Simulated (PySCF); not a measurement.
Compound: thietane, C3H6S.
InChI=1S/C3H6S/c1-2-4-3-1/h1-3H2

Theory: MP2 and CCSD/aug-cc-pVDZ in PySCF, restricted Hartree–Fock reference, 8 core orbitals frozen, non-relativistic, gas phase, PBE0-D3(BJ)/def2-SVP geometry.

E(HF) = -514.61473 Eh.

Question: How large is the problem?

Answer: 150 basis functions and 40 electrons; 8 orbitals frozen, which leaves o = 12 correlated occupied and v = 130 virtual orbitals. That is o·v = 1560 singles and o·v(o·v + 1)/2 = 1217580 distinct closed-shell doubles amplitudes before symmetry; the costliest CCSD step grows as o²v⁴ = 4.1 × 10^10.

Question: What are the MP2 and CCSD correlation energies?

Answer: MP2 -0.5797 Eh and CCSD -0.6283 Eh, which gives totals of -515.19447 and -515.24307 Eh. That is 0.712 eV for each correlated electron at CCSD (1650 kJ/mol in all, 0.122 % of the total energy); MP2 gives 92.3 % of the CCSD value.

Question: What is the T1 diagnostic?

Answer: 0.0100, below the customary warning level of 0.02. It is the norm of the spatial-orbital singles amplitudes over the root of the number of correlated electrons, so the norm is 0.049.

Question: How does correlation change the dipole moment?

Answer: HF gives 2.19 D and CCSD (unrelaxed density) 1.95 D, a change of -0.24 D.

Connected triples and the basis-set limit are missing.
